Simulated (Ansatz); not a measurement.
# C2H5F2NO: one species, many methods

One table from this session's results is given with a row withheld; the runs are named, their logs left out.

Method: functionals in def2-TZVPP, the program's frozen cores in correlated methods; program: Ansatz 0.2.0, Gaussian basis.

The runs, in order: LDA (SPW92), PBE-D4, revPBE-D4, BLYP-D4, r2SCAN-D4, B97M-V, PBE0-D4, B3LYP-D4, r2SCANh-D4, r2SCAN0-D4, HSE06-D4, BHLYP-D4, CAM-B3LYP-D4, LC-ωPBE, ωB97X-V, ωB97M-V, B2PLYP, PBE-QIDH; CCSD(T)/def2-SVP; CCSD(T)/def2-TZVPP; MP2/def2-QZVPP; extrapolation to the limit; RPA on PBE.

### The geometry

The geometry comes from an earlier relaxation with PBE0-D4 in a triple-zeta def2 set; it is a stationary point, not always the lowest conformer.

11 atoms, charge 0, spin multiplicity 1.

Atoms are counted from 1 here; the program's logs count them from 0.

Bond lengths: N1–C2 1.452 Å, N1–H7 1.012 Å, N1–H8 1.010 Å, C2–C3 1.521 Å, C2–H9 1.091 Å, C2–H10 1.095 Å, C3–O4 1.346 Å, C3–F5 1.373 Å, C3–F6 1.346 Å, O4–H11 0.975 Å. Angles: C2–N1–H7 111.4°, C2–N1–H8 111.9°, H7–N1–H8 108.2°, N1–C2–C3 107.9°, N1–C2–H9 109.1°, N1–C2–H10 115.3°, C3–C2–H9 107.0°, C3–C2–H10 108.7°, H9–C2–H10 108.5°, C2–C3–O4 112.6°, C2–C3–F5 108.7°, C2–C3–F6 110.5°, O4–C3–F5 110.2°, O4–C3–F6 109.2°, F5–C3–F6 105.6°, C3–O4–H11 104.6°.

The first run:

File in.yaml:

```yaml
crystal:
  periodic: [false, false, false]
  atoms:
    - {symbol: N, position_ang: [0.380964, -1.212597, -0.472304]}
    - {symbol: C, position_ang: [0.609021, -0.055787, 0.374940]}
    - {symbol: C, position_ang: [-0.517283, 0.936008, 0.126490]}
    - {symbol: O, position_ang: [-1.725655, 0.345592, 0.081758]}
    - {symbol: F, position_ang: [-0.269193, 1.596057, -1.051332]}
    - {symbol: F, position_ang: [-0.525086, 1.887613, 1.078834]}
    - {symbol: H, position_ang: [0.710636, -1.051294, -1.415184]}
    - {symbol: H, position_ang: [0.840910, -2.037113, -0.114923]}
    - {symbol: H, position_ang: [0.540440, -0.359740, 1.420541]}
    - {symbol: H, position_ang: [1.565875, 0.454323, 0.223763]}
    - {symbol: H, position_ang: [-1.545030, -0.560059, -0.232083]}
basis:
  gaussian: {orbitals: def2-TZVPP}
hamiltonian: {xc: lda}
output: {orbitals: {seedname: orbitals}}
```

Started as:

```bash
> ansatz run in.yaml --threads 4 --pin off --events-out ev --progress --plain --max-ram 10444MiB
```

Among the steps run: LDA; PBE-D4 (GGA); revPBE-D4 (GGA); BLYP-D4 (GGA); r2SCAN-D4 (meta-GGA); B97M-V (meta-GGA); B3LYP-D4 (hybrid); r2SCANh-D4 (hybrid); r2SCAN0-D4 (hybrid); HSE06-D4 (hybrid); BHLYP-D4 (hybrid); CAM-B3LYP-D4 (range-separated); LC-ωPBE (range-separated); ωB97X-V (range-separated); ωB97M-V (range-separated); B2PLYP (double hybrid); PBE-QIDH (double hybrid).

One table of the session follows, with a row left open; its other results are not shown here.

It belongs to the step «Frontier levels by functional». 

```
  functional  HOMO (eV)  LUMO (eV)  gap (eV)
 LDA (SPW92)      -6.77      -0.42      6.36
      PBE-D4      -6.60      -0.28      6.32
   revPBE-D4          ?          ?         ?
     BLYP-D4      -6.52      -0.34      6.18
   r2SCAN-D4      -6.93       0.50      7.43
      B97M-V      -7.07      -0.05      7.02
     PBE0-D4      -8.15       0.54      8.69
    B3LYP-D4      -7.92       0.16      8.09
  r2SCANh-D4      -7.51       0.74      8.24
  r2SCAN0-D4      -8.38       1.07      9.45
    HSE06-D4      -7.73       0.18      7.91
    BHLYP-D4      -9.65       1.11     10.76
CAM-B3LYP-D4      -9.65       1.27     10.92
     LC-ωPBE     -11.02       2.62     13.64
     ωB97X-V     -10.65       2.43     13.08
     ωB97M-V     -10.56       1.94     12.49
```

Estimate the missing values for revPBE-D4.

The run gave: HOMO (eV): -6.53; LUMO (eV): -0.22; gap (eV): 6.31. In the column «HOMO (eV)» it lies between PBE-D4 (-6.60) and BLYP-D4 (-6.52).
